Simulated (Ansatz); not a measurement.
`FBS` + H₂S → `SBS` + H–F at 400 K and 1 bar (ligand exchange at a B–F bond).

Isolated molecules relaxed with PBE0-D4/def2-TZVP in Ansatz; ΔE leaves out vibrations. CCSD(T)/CBS is the MP2 limit (def2-TZVPP, def2-QZVPP) plus CCSD(T) − MP2 in def2-TZVPP, frozen cores. This one scheme is used for every species. Each species was taken in one conformer, which may not be the lowest.

```tsv
species	CCSD(T)/CBS energy (Eh)	H − E (kJ/mol)	S (J/(mol·K))
`FBS`	-523.64132	84.4	285.7
H₂S	-398.97279	53.4	215.9
`SBS`	-822.20000	106.9	307.3
H–F	-100.39570	36.5	182.2
```

H − E and S are ideal-gas, rigid-rotor, harmonic terms from PBE0-D4/def2-TZVP, for one conformer and one mirror image of each species. 1 Eh = 2625.50 kJ/mol, R = 8.31446 J/(mol·K).

By hand: ΔE, ΔH, ΔS and ΔG.

ΔE = (-822.20000) + (-100.39570) − (-523.64132) − (-398.97279) = 0.01841 Eh = 48.3 kJ/mol. Δ(H − E) = 106.9 + 36.5 − 84.4 − 53.4 = 5.6, so ΔH = 53.9 kJ/mol. ΔS = 307.3 + 182.2 − 285.7 − 215.9 = -12.1 J/(mol·K). ΔG = 53.9 − 400 × (-12.1)/1000 = 58.7 kJ/mol.

By hand: the equilibrium constant, and the temperature at which ΔG would vanish if ΔH and ΔS stayed fixed.

log₁₀ K = −ΔG/(RT ln 10) = -7.7. ΔH and −TΔS have one sign here, so there is no such temperature.

The number of gas molecules stays the same, so ΔS is small and ΔH decides. A doubt of 5 kJ/mol in ΔE shifts log₁₀ K by 0.7 here. Other conformers and mirror images would add mixing entropy, several J/(mol·K) or more a flexible species. These are equilibria of isolated gas molecules and say nothing of rates. Largest T1 diagnostic: 0.014 (customary marks: 0.02 for closed shells, 0.045 for open ones).

ΔS is within the doubt of such terms, so its sign, and with it that verdict, could turn.
